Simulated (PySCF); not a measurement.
# HNO2 (SMILES O=NO) at 6 levels

Wanted: a comparison of 6 runs (wB97X-V/STO-6G, MP2/STO-6G, BCCD(T)/STO-6G, CCSDT/STO-6G, NEVPT2(2,2)/STO-6G, FCI/STO-6G) of HNO2. 

The calculation is run with PySCF 2.14.0.

5 further runs of the same task are left out: 2 that didn't finish, 3 set aside as unsound or not needed.

## (1) The system as given

HNO2: 4 atoms, total charge 0, spin state singlet. As SMILES, `O=NO`. The N2–O3 distance was set to 2.507 Å, away from the relaxed value. At this shape a bond of the SMILES string is far longer than usual.

Bond lengths: O1–N2 1.181 Å, O3–H4 0.968 Å.

## (2) A single-point energy at wB97X-V/STO-6G (run 1)

run.py reads:

```python
from pyscf import gto, dft

mol = gto.Mole()
mol.atom = [
    ('O', (0.965969, -0.616180, 2.185428)),
    ('N', (0.860579, -1.073290, 1.101398)),
    ('O', (-0.357270, 0.415910, -0.505360)),
    ('H', (-0.386730, -0.050180, -1.353230)),
]
mol.charge = 0
mol.spin = 0
mol.verbose = 4
mol.basis = 'sto-6g'
mol.max_memory = 1860
mol.build()

mf = dft.RKS(mol, xc='wb97x-v')
mf.grids.level = 5
mf.nlcgrids.level = 1
mf.conv_tol = 1e-10
mf.kernel()
if not mf.converged:
    mf = mf.newton().run(mf.mo_coeff, mf.mo_occ)

etot = mf.e_tot
print('Final energy', etot)
```

Run with:

```console
$ OMP_NUM_THREADS=1 python run.py
```

The log of the run:

```text
PySCF version 2.14.0

[... 117 lines left out ...]
converged SCF energy = -204.643765079988
Final energy -204.6437650799875
```

Run time: 40 s. Hardware: 1 thread of Arm Neoverse V1, shared host; peak memory 0.18 GiB.

## (3) A single-point energy at MP2/STO-6G (run 2)

calc.py reads:

```python
from pyscf import gto, mp

molecule = gto.M(
    atom=[
    ('O', (0.965969, -0.616180, 2.185428)),
    ('N', (0.860579, -1.073290, 1.101398)),
    ('O', (-0.357270, 0.415910, -0.505360)),
    ('H', (-0.386730, -0.050180, -1.353230)),
],
    max_memory=1860,
    basis='sto-6g',
    verbose=3,
    spin=0,
)

mf = molecule.RHF()
mf.conv_tol = 1e-10
mf.kernel()
if not mf.converged:
    mf = mf.newton().run(mf.mo_coeff, mf.mo_occ)

pt = mp.MP2(mf, frozen=3).run()
energy = pt.e_tot
print('E = %.10f Eh' % energy)
```

Run with:

```console
$ OMP_NUM_THREADS=1 python calc.py
```

The log of the run:

```text
converged SCF energy = -203.6210963715
E(RMP2) = -203.942091532626  E_corr = -0.320995161126625
E(SCS-RMP2) = -203.965936324699  E_corr = -0.344839953199463
E = -203.9420915326 Eh
```

Run time: 1 s. Hardware: 1 thread of Arm Neoverse V1, shared host; peak memory 0.12 GiB.

Runs 3 to 5 aren't shown in full; the table further down has their settings and results.

## (4) A single-point energy at FCI/STO-6G (run 6)

input.py reads:

```python
from pyscf import gto, scf, mcscf
from pyscf import fci

molecule = gto.M(
    atom='''
O      1.825417    -1.164411     4.129860
N      1.626259    -2.028224     2.081341
O     -0.675142     0.785956    -0.954992
H     -0.730814    -0.094826    -2.557234
''',
    max_memory=1860,
    verbose=3,
    unit='bohr',
    basis='sto-6g',
    spin=0,
)

myscf = scf.RHF(molecule)
myscf.conv_tol = 1e-10
myscf.kernel()
if not myscf.converged:
    myscf = myscf.newton().run(myscf.mo_coeff, myscf.mo_occ)

cas = mcscf.CASCI(myscf, myscf.mo_coeff.shape[-1] - 3, (molecule.nelec[0] - 3, molecule.nelec[1] - 3))  # full CI above the frozen core
cas.fcisolver = fci.direct_spin0.FCI(molecule)  # even spin states alone
cas.kernel()
print('<S^2> = %.4f' % cas.fcisolver.spin_square(cas.ci, cas.ncas, cas.nelecas)[0])
e_tot = cas.e_tot
print('E(%s) = %.9f' % ('FCI', e_tot))
```

Run with:

```console
$ OMP_NUM_THREADS=1 python input.py
```

The log of the run:

```text
converged SCF energy = -203.621096338791
CASCI E = -204.010233373166  E(CI) = -71.9472169995590  S^2 = 0.0000000
<S^2> = 0.0000
E(FCI) = -204.010233373
```

It took 20 s on 1 thread of Arm Neoverse V1, shared host; peak memory 0.23 GiB.

## (5) Overview of the runs

```
run               level  integration grid  nlc grid  energy (Eh)  dipole moment (D) of the reference  HOMO energy (eV)  LUMO energy (eV)  wall time
  1      wB97X-V/STO-6G                 5         1  -204.643765                                1.42             -5.13              1.35       40 s
  2          MP2/STO-6G                 –         –  -203.942092                                1.39             -5.10              2.10        1 s
  3      BCCD(T)/STO-6G                 –         –  -204.019721                                   –                 –                 –      1.6 s
  4        CCSDT/STO-6G                 –         –  -204.007919                                1.39             -5.10              2.10      2.5 s
  5  NEVPT2(2,2)/STO-6G                 –         –  -203.986882                                1.39             -5.10              2.10      1.1 s
  6          FCI/STO-6G                 –         –  -204.010233                                1.39             -5.10              2.10       20 s
```

## (6) Summary of results

| quantity | value |
| --- | --- |
| run 6: total energy | -204.01023 Eh |
| run 6: dipole moment (Hartree–Fock density) | 1.39 D |
| run 6: HOMO energy (Hartree–Fock orbitals) | -5.10 eV |
| run 6: LUMO energy (Hartree–Fock orbitals) | 2.10 eV |
| run 6: HOMO–LUMO gap (Hartree–Fock orbitals) | 7.19 eV |
| run 6: correlation energy (3 core orbitals frozen) | -389.1 mEh |

**Reading.** Against full CI in this basis: MP2 +68.1 mEh; BCCD(T) -9.5 mEh; CCSDT +2.3 mEh. In runs 1, 2, 3, 4, 5, 6 the basis is minimal, so the values are rough. In runs 1, 2 a closed-shell determinant meets a far-stretched bond, which it describes badly. All runs together took 66 s, the longest 40 s.
